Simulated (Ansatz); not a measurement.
# CH₄O (triplet): from Hartree-Fock to the top rungs at distance C1–H5 along a hydrogen transfer = 1.175 Å, cc-pVDZ

An exercise on one series of results from a longer session: the logs are not shown, and one member is left open.

The runs use Ansatz 0.2.0, Gaussian basis; cc-pVDZ, core rule «outside noble gas», up to 2 orbitals frozen.

The runs, in order: UHF; CCSD(T) on ROHF; CCSD(T) on UHF; BCCD(T) on ROHF; CISD; CCSDT(Q) on ROHF; CCSDT(Q) on UHF; CASSCF and MRCISD+Q, 4 electrons in 4 orbitals; CASSCF and NEVPT2, 4 electrons in 4 orbitals.

8 further runs of the same task are left out: 2 for a mislabelled method, 6 that didn't finish.

**The system**

The geometry derives from fragments relaxed apart (PBE0/def2-TZVP) and kept rigid, so it is no stationary point. A hydrogen atom is moved between rigid fragments.

6 atoms, charge 0, spin multiplicity 3.

Atoms are counted from 1 here; the program's logs count them from 0.

Bond lengths: C1–H2 1.090 Å, C1–H3 1.090 Å, C1–H4 1.090 Å, C1–H5 1.175 Å. Angles: H2–C1–H3 109.5°, H2–C1–H4 109.5°, H2–C1–H5 109.5°, H3–C1–H4 109.5°, H3–C1–H5 109.5°, H4–C1–H5 109.5°.

Coordinates:

```
C    -1.3399    0.0000    0.0000
H    -1.7031    1.0273    0.0000
H    -1.7031   -0.5137    0.8897
H    -1.7031   -0.5137   -0.8897
H    -0.1649    0.0000    0.0000
O     1.3381    0.0000    0.0000
```

Set-up of the first run:

File in.yaml:

```yaml
crystal:
  periodic: [false, false, false]
  atoms:
    - {symbol: C, position_ang: [-1.339886, 0.000000, 0.000000]}
    - {symbol: H, position_ang: [-1.703092, 1.027301, 0.000000]}
    - {symbol: H, position_ang: [-1.703092, -0.513650, 0.889668]}
    - {symbol: H, position_ang: [-1.703092, -0.513650, -0.889669]}
    - {symbol: H, position_ang: [-0.164886, 0.000000, 0.000000]}
    - {symbol: O, position_ang: [1.338114, 0.000000, 0.000000]}
basis:
  gaussian: {orbitals: cc-pVDZ}
magnetization: {spin_polarized: true, initial_magnetization: 2}
hamiltonian: {xc: hf}
output: {orbitals: {seedname: orbitals}}
```

Started as:

```bash
$ ansatz run in.yaml --threads 1 --pin off --events-out ev --progress --plain --max-ram 2393MiB
```

Steps of the session up to this table: UHF; CCSD(T) on ROHF; CCSD(T) on UHF; BCCD(T) on ROHF; CISD; CCSDT(Q) on ROHF; CCSDT(Q) on UHF; CASSCF and MRCISD+Q, 4 electrons in 4 orbitals; CASSCF and NEVPT2, 4 electrons in 4 orbitals.

One table of the session follows, with a row left open; its other results are not shown here.

It belongs to the step «Misses and costs». 

```
       method  from UCCSDT(Q) (meV)
         ROHF               +8850.9
          UHF               +8665.8
         RMP2               +1262.3
         UMP2               +1248.7
         CISD                +832.7
        RCCSD                +179.9
        UCCSD                +176.4
     RCCSD(T)                 +26.7
     UCCSD(T)                 +25.4
      BCCD(T)                 +27.4
       RCCSDT                  +9.3
       UCCSDT                  +7.9
    RCCSDT(Q)                  +1.5
    UCCSDT(Q)                     0
  CASSCF pair               +8343.3
  NEVPT2 pair               +1229.8
  MRCISD pair                +749.9
MRCISD+Q pair                     ?
```

**Question.** Estimate the row for MRCISD+Q pair.

As computed: from UCCSDT(Q) (meV): +90.8. In the column «from UCCSDT(Q) (meV)» it lies between BCCD(T) (+27.4) and UCCSD (+176.4).

Limits of these values: Restricted and unrestricted rows rest on different reference determinants; where their highest levels disagree by more than a few hundredths of an eV, they describe different states and don't form one ladder.
